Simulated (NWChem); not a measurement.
Species: Li$_{2}$; SMILES [Li][Li]

Program: NWChem. Pople sets run with spherical d functions. Geometry: optimised at PBE0/def2-SVP. Gas phase, vertical.

PBE0/6-31G*, TDA puts singlet state 1 at 2.21 eV with oscillator strength 0.750.

Question: Give the wavelength, the transition dipole and the radiative lifetime of that state in vacuum.

Answer: 
1. λ = 1239.84/2.21 = 561 nm, or 17820 cm⁻¹.
2. f = (2/3) ΔE μ² in atomic units, so μ = √(1.5 f/ΔE) = 3.72 a.u. = 9.46 D.
3. τ = 1.499 s cm⁻² / (f ν²) = 6.3 ns, for a non-degenerate state that emits at the vertical energy.
